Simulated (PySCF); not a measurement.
Spin states of NH

Unrestricted PBE0; H cc-pVDZ, N cc-pVDZ; no relativity (PySCF 2.14). Outer shells of the fragments: H 1s1; N 2s2 2p3.

Followed along the bond (rough minima from three points):

| 2Ms+1 | unpaired | ⟨S²⟩ at the start | R at minimum (Å) | Te (eV) |
| --- | --- | --- | --- | --- |
| 3 | π ↑↑ | 2.00 | 1.05 | 0.00 |
| 1 | π ↑↓ | 1.00 | 1.05 | 0.64 |

Solutions found at the starting distance of 0.975 Å, counted from the lowest of them; the search is not exhaustive and high or unbound solutions are not listed, so other states can lie among these:

| 2Ms+1 | unpaired | term | E (eV) | ⟨S²⟩ | ⟨Lz²⟩ | μ (D) |
| --- | --- | --- | --- | --- | --- | --- |
| 3 | π ↑↑ | ³Σ⁻ | 0.00 | 2.00 | 0.00 | -1.59 |
| 1 | π ↑↓ | mixed | 0.65 | 1.00 | 2.01 | -1.58 |
| 1 | none | mixed | 2.52 | 0.00 | 2.00 | -1.60 |
| 3 | σ ↑, π ↑ | ³Π | 3.75 | 2.00 | 1.00 | -1.21 |
| 1 | σ ↓, π ↑ | mixed | 4.56 | 1.01 | 1.00 | -1.38 |
| 5 | σ ↑↑, π ↑↑ | ⁵Σ⁻ | 9.86 | 6.00 | 0.00 | 3.80 |

A term symbol is given only where ⟨S²⟩ and ⟨Lz²⟩ are close to those of a pure state; real π, δ and φ orbitals otherwise mix terms. A positive dipole means H(−)N(+).

The measured ground state is X ³Σ- (Huber and Herzberg, Constants of Diatomic Molecules (1979)).

Counting both spins, an empty level lies below a filled one in some of these solutions, because spin and occupation are held.
